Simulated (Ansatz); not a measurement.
`CC(O)=S` at its PBE0-D4/def2-TZVP geometry, where that method's forces vanish. Charge 0, multiplicity 1.

```xyz
8

C    -0.0649    0.1378   -0.9645
C     0.0491    0.1494    0.5190
O     0.0068   -1.0858    1.0140
S     0.2069    1.4689    1.4581
H    -1.0006   -0.3493   -1.2529
H     0.7493   -0.4583   -1.3864
H    -0.0323    1.1464   -1.3642
H     0.0857   -1.0091    1.9769
```

Question: What forces (eV/Å) does r2SCAN-D4/def2-TZVPP give on these atoms in Ansatz? (Estimate.)

Answer: Ansatz gave: 
```
C1  -0.008  0.005 -0.099
C2   0.004  0.215 -0.160
O3  -0.023 -0.409  0.050
S4   0.026  0.217  0.158
H5   0.020 -0.004 -0.008
H6  -0.022 -0.002 -0.004
H7  -0.002 -0.038  0.008
H8   0.005  0.015  0.056
```
